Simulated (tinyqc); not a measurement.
Extended Hueckel theory, for BH, step by step. One step of it, computed by the program tinyqc.

Problem. Mulliken analysis. P = C n C^T; charge = valence electrons (B 3, H 1) minus the sum of (P S)_ii on the atom; overlap population = 2 sum P_ij S_ij between two atoms.

coefficients:
```
             MO1        MO2        MO3       MO4        MO5
1B 2s   0.601950  -0.574152   0.000000  0.000000  -0.948505
1B 2px  0.000000   0.000000   0.974819  0.222997   0.000000
1B 2py  0.000000   0.000000  -0.222997  0.974819   0.000000
1B 2pz  0.071345   0.732677   0.000000  0.000000  -1.063978
2H 1s   0.521027   0.274340   0.000000  0.000000   1.385237
```

occupations: 2.000000  2.000000  0.000000  0.000000  0.000000

overlap S, lower triangle:
```
           1B 2s    1B 2px    1B 2py    1B 2pz     2H 1s
1B 2s   1.000000
1B 2px  0.000000  1.000000
1B 2py  0.000000  0.000000  1.000000
1B 2pz  0.000000  0.000000  0.000000  1.000000
2H 1s   0.511025  0.000000  0.000000  0.545410  1.000000
```

Give: charges; Overlap populations.

Solution.

charges: 1B 0.1128, 2H -0.1128

Overlap populations:
```
pair     value
2-1   0.838736
```
